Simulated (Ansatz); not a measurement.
triplet O2: levels of theory in one basis

```xyz
2

O     0.0000    0.0000    0.0000
O     0.0000    0.0000    1.5600
```

Basis set: def2-SVP (spherical functions). Correlated methods keep 2 orbitals frozen. Correlation on ROHF uses semicanonical orbitals with singles. Charge 0, multiplicity 3.

Computed with Ansatz (development build ahead of 0.2.0); each method stands on the lowest determinant of its kind that the runs found.

| method | E − E(ROHF) (eV) | <S²> of the determinant |
| --- | --- | --- |
| ROHF | 0.00 | 2.00 |
| UHF | -0.41 | 2.32 |
| UHF-MP2 | -7.75 | 2.32 |

**Question.** What does ROHF-MP2 give on the same scale?

**Answer.** -8.54 eV.

**Question.** Is a single determinant a sound starting point here?

**Answer.** It is doubtful. Unrestricted orbitals lower Hartree–Fock by 0.41 eV and <S²> is 2.32 where a pure state has 2.00, a sign of strong static correlation.

Caution for UHF, UHF-MP2: the unrestricted determinant is spin contaminated. Caution for ROHF-MP2, UHF-MP2: bonds are stretched, where a single reference can fail; forces differ strongly between restricted and unrestricted references.
